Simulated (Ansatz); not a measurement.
The cluster Mg₃H₅⁻, relaxed as a singlet with RKS r2SCAN-D4/def2-TZVPD in Ansatz, starting from the GFN2-xTB geometry. Force threshold 0.02 eV/Å.

The restricted singlet is unstable towards broken spin symmetry in Hartree–Fock (as tested in another run); at r2SCAN-D4/def2-TZVPD this wasn't settled. The structure comes from a short search, and lower isomers may exist.

Start:

Cartesian coordinates in Å:
```
Mg 0.963 -1.104 0.411
Mg 0.871 1.901 -0.027
Mg -1.392 1.147 -0.538
H 0.826 -2.700 0.595
H -3.013 0.977 -0.941
H 0.102 -0.333 -1.565
H -0.710 0.082 1.431
H 2.353 0.030 0.635
```

```
        step  energy (eV)  largest force component (eV/Å)  SCF passes
           1  -16411.4969                           1.869          15
           2  -16412.6266                           0.874          19
           3  -16413.0214                           0.329          20
4 (rejected)  -16412.9939                           0.289          19
           5  -16413.0430                           0.048          20
           6  -16413.0431                           0.052          20
           7  -16413.0442                           0.062          20
           8  -16413.0451                           0.010          21
```

Force components are those of the run's own axes.

End:

| atom | x (Å) | y (Å) | z (Å) |
| --- | --- | --- | --- |
| Mg1 | 0.7202 | -1.0607 | 0.3406 |
| Mg2 | 1.2368 | 1.8665 | 0.0774 |
| Mg3 | -1.3639 | 0.8326 | -0.4827 |
| H4 | 0.8459 | -2.7974 | 0.6137 |
| H5 | -3.0434 | 0.9313 | -0.9497 |
| H6 | 0.0778 | -0.1504 | -1.2551 |
| H7 | -0.5631 | 0.1768 | 1.1203 |
| H8 | 2.0897 | 0.2014 | 0.5355 |

Bonds formed: Mg1–H6, Mg1–H7, Mg2–H8, Mg3–H6, Mg3–H7 (atoms count from 1).

No frequencies were taken in this run, so the end may be a saddle point.

Hardware: 4 threads of Arm Neoverse V2 on a shared host. Wall time 13 s.
